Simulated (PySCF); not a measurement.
Ionisation energies (eV) were calculated with PySCF 2.14 by UHF, MP2 (valence), PBE0, in another order, as differences of total energies without spin-orbit coupling. The measured values are between term centres (NIST).

```json
{"species": "F⁺ (x2c-QZVPPall, spin-free X2C)", "measured": "34.950", "A": "34.731", "B": "33.387", "C": "35.246"}
{"species": "Mg (x2c-QZVPPall, spin-free X2C)", "measured": "7.646", "A": "7.258", "B": "6.615", "C": "7.551"}
{"species": "Si⁺ (x2c-QZVPPall, spin-free X2C)", "measured": "16.322", "A": "16.128", "B": "15.835", "C": "16.425"}
{"species": "Cr (x2c-QZVPPall, spin-free X2C)", "measured": "6.767", "A": "6.511", "B": "6.008", "C": "7.050"}
{"species": "Zn⁺ (x2c-QZVPPall, spin-free X2C)", "measured": "17.964", "A": "17.902", "B": "16.857", "C": "18.329"}
{"species": "Tc (x2c-QZVPPall, spin-free X2C)", "measured": "7.119", "A": "6.751", "B": "5.541", "C": "6.704"}
{"species": "Sn (x2c-QZVPPall, spin-free X2C)", "measured": "7.389", "A": "7.174", "B": "6.850", "C": "7.313"}
{"species": "Tl⁺ (x2c-QZVPPall, spin-free X2C)", "measured": "20.428", "A": "18.926", "B": "18.352", "C": "20.183"}
```

**Question.** Which column is which method?

**Answer.** A is MP2 (valence) (mean error -0.40 eV); B is UHF (mean error -1.14 eV); C is PBE0 (mean error 0.03 eV). Valence MP2 in a finite basis recovers only part of the missing correlation, so it stays below experiment on average. Hartree-Fock lacks the correlation of the electron removed and comes out lowest. PBE0, with a quarter of exact exchange, lies close to experiment on average.
